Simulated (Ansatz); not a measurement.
Geometry optimisation, RKS CAM-B3LYP-D4/def2-SVP in Ansatz.

The input (input.yaml):

```yaml
crystal:
  periodic: [false, false, false]
  atoms:
    - { symbol: O, position_ang: [0.81905, -1.17248, -1.01529] }
    - { symbol: S, position_ang: [-0.13378, -0.43967, -0.27929] }
    - { symbol: F, position_ang: [-1.40426, -1.47474, 0.04323] }
    - { symbol: F, position_ang: [0.35932, -0.46053, 1.31613] }
basis:
  gaussian: { orbitals: def2-SVP }
hamiltonian:
  xc: cam_b3lyp
  dispersion: d4
relax:
  f_tol: 0.015
  max_steps: 40
```

Launched with:

```bash
$ ansatz run input.yaml --threads 1 --pin off --max-ram 2048MiB --backend cpu --events-out ev --progress --plain --runs-dir out
```

Q: Where does it end, and by what steps?

A: The run converged. After 4 steps the energy has fallen by 0.105 eV; F3 moved furthest, 0.04 Å.

| step | energy less start (eV) | largest force component (eV/Å) | accepted |
| --- | --- | --- | --- |
| 0 | 0.0000 | 2.546 | yes |
| 1 | -0.0635 | 1.551 | yes |
| 2 | -0.1043 | 0.187 | yes |
| 3 | -0.1051 | 0.088 | yes |
| 4 | -0.1053 | 0.009 | yes |

```xyz
4
Properties=species:S:1:pos:R:3
O 0.819 -1.179 -1.010
S -0.151 -0.442 -0.253
F -1.371 -1.456 0.046
F 0.343 -0.471 1.283
```

The run took 13 s on 1 thread of Intel(R) Xeon(R) Platinum 8488C (Sapphire Rapids), on a shared host, peak memory 0.13 GiB.
